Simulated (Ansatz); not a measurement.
```yaml
crystal:
  periodic: [false, false, false]
  atoms:
    - {symbol: Ge, position_ang: [0.000000, 0.000000, -1.711939]}
    - {symbol: N, position_ang: [0.000000, 0.000000, 0.000000]}
    - {symbol: Ge, position_ang: [0.000000, 0.000000, 1.711939]}
basis:
  gaussian: {orbitals: def2-TZVP}
magnetization: {spin_polarized: true, initial_magnetization: 1}
hamiltonian: {xc: pbe0}
relax: {f_tol: 0.004, max_steps: 80}
```

```sh
$ ansatz run in.yaml --threads 1 --pin off --events-out ev --progress --plain --max-ram 2176MiB
```

Steps of the relaxation (energy above the last step; positions in Å, forces in eV/Å):

```
3
step 1, 14.2 meV
Ge    0.000    0.000   -1.712    0.000    0.000   -0.720
N     0.000    0.000    0.000    0.000    0.000    0.000
Ge    0.000    0.000    1.712    0.000    0.000    0.720
```

```
3
step 2, 2.2 meV
Ge    0.000    0.000   -1.724    0.000    0.000   -0.277
N     0.000    0.000    0.000    0.000    0.000    0.000
Ge    0.000    0.000    1.724    0.000    0.000    0.277
```

```
3
step 3, 0.0 meV
Ge    0.000    0.000   -1.732    0.000    0.000   -0.008
N     0.000    0.000    0.000    0.000    0.000    0.000
Ge    0.000    0.000    1.732    0.000    0.000    0.008
```

```
3
step 4, 0.0 meV
Ge    0.000    0.000   -1.732    0.000    0.000    0.000
N     0.000    0.000    0.000    0.000    0.000    0.000
Ge    0.000    0.000    1.732    0.000    0.000    0.000
```

Close pairs at the end: Ge1–N2 1.732 Å, N2–Ge3 1.732 Å.

A stationary point of unrestricted PBE0 after 4 steps, with ⟨S²⟩ = 0.780 against 0.75 for a pure state; no frequencies were run, so it isn't proven a minimum. 55 s on 1 thread of AMD EPYC 7R43, shared host.
